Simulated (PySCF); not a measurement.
Compound: CH6NP.
SMILES with atom numbers: `[CH3:1][N:2]=[PH3:3]` (hydrogens: H4, H5, H6 on C1; H7, H8, H9 on P3)

The same species was optimised twice, with GFN2-xTB and with PBE0-D3(BJ)/def2-SVP (PySCF), and the same property calculations (PySCF, gas phase) were run on both structures.

```csv
coordinate,GFN2-xTB,PBE0-D3(BJ)/def2-SVP,change
P3–H8 (Å),1.374,1.412,+0.038
P3–H7 (Å),1.408,1.445,+0.037
P3–H9 (Å),1.408,1.444,+0.036
C1–H6 (Å),1.093,1.110,+0.017
C1–H4 (Å),1.093,1.110,+0.017
C1–H5 (Å),1.091,1.103,+0.012
N2=P3 (Å),1.546,1.556,+0.010
C1–N2 (Å),1.445,1.435,-0.010
N2–P3–H8 (°),105.7,110.2,+4.5
N2–C1–H5 (°),106.4,109.3,+2.9
C1–N2–P3 (°),127.4,125.2,-2.2
H4–C1–H5 (°),108.2,106.2,-2.0
H5–C1–H6 (°),108.1,106.2,-1.9
H4–C1–H6 (°),108.3,106.5,-1.8
H7–P3–H8 (°),102.5,101.1,-1.4
N2–C1–H6 (°),112.8,114.1,+1.3
```

Rotational constants: A = 40567, B = 5513, C = 5238 MHz (GFN2-xTB) against A = 38736, B = 5550, C = 5253 MHz (PBE0-D3(BJ)/def2-SVP). Point groups within 0.08 Å: Cs and Cs. Atoms that the bonding makes alike are paired by their places after alignment.

On the GFN2-xTB structure: HOMO (eV) -6.14 [PBE0/pcSseg-1]; LUMO (eV) 0.70 [PBE0/pcSseg-1]; dipole (D) 2.50 [PBE0/pcSseg-1]; GIAO shielding of C1 (ppm) 151.3 [PBE0/pcSseg-1]; GIAO shielding of N2 (ppm) 256.8 [PBE0/pcSseg-1]; GIAO shielding of P3 (ppm) 437.5 [PBE0/pcSseg-1].

**Question.** What do these properties become on the PBE0-D3(BJ)/def2-SVP structure?

**Answer.** 
```
                                    property          level  on GFN2-xTB  on PBE0-D3(BJ)/def2-SVP  change
                                   HOMO (eV)  PBE0/pcSseg-1        -6.14                    -6.17   -0.03
                                   LUMO (eV)  PBE0/pcSseg-1         0.70                     0.69   -0.01
                                  dipole (D)  PBE0/pcSseg-1         2.50                     2.53   +0.03
energy, GFN2-xTB geometry as zero (kcal/mol)  PBE0/pcSseg-1          0.0                     -1.6    -1.6
                  GIAO shielding of C1 (ppm)  PBE0/pcSseg-1        151.3                    149.1    -2.2
                  GIAO shielding of N2 (ppm)  PBE0/pcSseg-1        256.8                    252.1    -4.7
                  GIAO shielding of P3 (ppm)  PBE0/pcSseg-1        437.5                    428.8    -8.7
```

The heavy atoms differ by 0.017 Å rms after alignment. Among all bonds P3–H7 and P3–H8 change most and about equally (+0.037 to +0.038 Å). Changes are differences of the printed values. Neither structure is proved a minimum here.
